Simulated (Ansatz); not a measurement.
Gallium, alpha-Ga (Cmce): convergence with the k-point mesh

Computed with Ansatz, PBE, scalar-relativistic PAW, on the relaxed cell (a = 4.622 Å, b = 7.746 Å, c = 4.546 Å; spin not included). Errors count from a run at 420 eV on a Γ-centred 11×11×9 mesh with Fermi-Dirac smearing of 0.1 eV, extrapolated to zero width. Fixed here: cutoff 420 eV, Fermi-Dirac width 0.1 eV. The SCF starts from atomic densities corrected by a trained network.

| k-mesh | E(σ→0) error (meV/atom) | P (GPa) | SCF iterations |
| --- | --- | --- | --- |
| 2×2×1 | 666.6 | 7.62 | 8 |
| 2×2×2 | 351.5 | 4.84 | 8 |
| 3×3×3 | -10.6 | 0.38 | 6 |
| 4×4×4 | -25.1 | -0.10 | 7 |
| 5×5×4 | -22.7 | -0.25 | 7 |
| 7×7×6 | 4.1 | -0.02 | 7 |
| 12×12×10 | -0.6 | -0.07 | 7 |

Question: What does the run at 9×9×8 give (k-mesh)?

Answer: E(σ→0) error (meV/atom): 1.4; P (GPa): -0.04; SCF iterations: 7.

Within 5 meV/atom of the last row: from 7×7×6 on.
